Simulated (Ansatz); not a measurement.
Geometry optimisation, RKS PBE0/def2-SVP (Ansatz).

input.yaml

```yaml
crystal:
  periodic: [false, false, false]
  atoms:
    - { symbol: "N", position_ang: [0.6918, -0.4174, 0.8123] }
    - { symbol: C, position_ang: [-0.4186, -0.1833, -0.0583] }
    - { symbol: F, position_ang: [-1.6812, -0.5162, 0.359] }
    - { symbol: C, position_ang: [-0.1922, 0.3457, -1.2496] }
    - { symbol: O, position_ang: [-0.1097, 0.8107, -2.326] }
    - { symbol: H, position_ang: [0.3335, -0.3873, 1.767] }
    - { symbol: H, position_ang: [1.4376, 0.2798, 0.6499] }
basis:
  gaussian: { orbitals: def2-SVP }
hamiltonian:
  xc: pbe0
relax:
  f_tol: 0.015
  max_steps: 40
```

Run as:

```bash
$ ansatz run input.yaml --threads 1 --pin off --max-ram 2048MiB --backend cpu --events-out ev --progress --plain --runs-dir out
```

Problem. Where does it end, and by what steps?

Solution. It converged. After 19 steps the energy has fallen by 0.692 eV; H7 moved furthest, 1.15 Å.

```
step  energy less start (eV)  largest force component (eV/Å)  accepted
   0                  0.0000                           1.672       yes
   1                 -0.1454                           0.925       yes
   2                 -0.2025                           0.492       yes
   3                 -0.2529                           0.469       yes
   4                 -0.2931                           1.324       yes
   5                 -0.3481                           1.315       yes
   6                 -0.4731                           0.836       yes
   7                 -0.5424                           0.878       yes
   8                 -0.5925                           0.355       yes
   9                 -0.6130                           0.253       yes
  10                 -0.6139                           0.225       yes
  11                 -0.4503                           2.555        no
  12                 -0.6351                           0.177       yes
  13                 -0.6418                           0.979       yes
  14                 -0.6821                           0.352       yes
  15                 -0.6887                           0.274       yes
  16                 -0.6887                           0.219        no
  17                 -0.6911                           0.034       yes
  18                 -0.6915                           0.062       yes
  19                 -0.6916                           0.010       yes
```

```xyz
7
Properties=species:S:1:pos:R:3
N 0.685 -0.026 0.790
C -0.340 -0.191 -0.105
F -1.365 -1.049 0.141
C -0.344 0.497 -1.242
O -0.312 1.117 -2.227
H 0.440 0.412 1.675
H 1.297 -0.827 0.922
```

Whether the end is a true minimum wasn't checked by a vibrational analysis.

The run took 94 s on 1 thread of Intel(R) Xeon(R) Processor @ 2.70GHz (shared host), peak memory 0.15 GiB.
